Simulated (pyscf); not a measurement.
F–N(F)–F + GeH₄ → F–GeH₃ + F–NH–F, a four-centre exchange (singlet surface; F–N, Ge–H broken, F–Ge, H–N formed). Structures and frequencies: ωB97X-D3(BJ)/def2-SVP in PySCF. Energies in kcal/mol from the separated reactants.

Small-basis levels: PySCF, no dispersion term, spherical d functions. 

Task: In single points SVWN5/6-31G*+LANL2DZ puts the saddle at 42.1 kcal/mol and the reaction energy at -39.1 kcal/mol. Should these be trusted to within a few kcal/mol? Compare with ωB97M-D3(BJ)/def2-TZVP.

Result: ωB97M-D3(BJ)/def2-TZVP gives ΔE‡ = 72.1 kcal/mol and ΔE = -58.2 kcal/mol. SVWN5/6-31G*+LANL2DZ lies 30.0 kcal/mol under it in the barrier and 19.1 kcal/mol over it in the reaction energy, so on this step it does not hold to within 3.0 kcal/mol. ωB97M-D3(BJ)/def2-TZVP has limits of its own. On the product side the descent ends in a complex (not fully relaxed), 5.9 kcal/mol under the separated species and 138.1 kcal/mol under the saddle at ωB97X-D3(BJ)/def2-TZVP. At ωB97X-D3(BJ) the barrier from the zero used here is 74.3 kcal/mol. The same reactants have a lower exit, to F• + F–N•–F + GeH₄ (no saddle counted: cutting one bond costs +59.0 kcal/mol at ωB97M-D3(BJ), against +72.1 kcal/mol here). One saddle was located; it need not be the lowest between these sides. One closed-shell reference is unstable to symmetry breaking; treat the single-reference values with care. In the def2 sets elements up to Kr have no core potential.
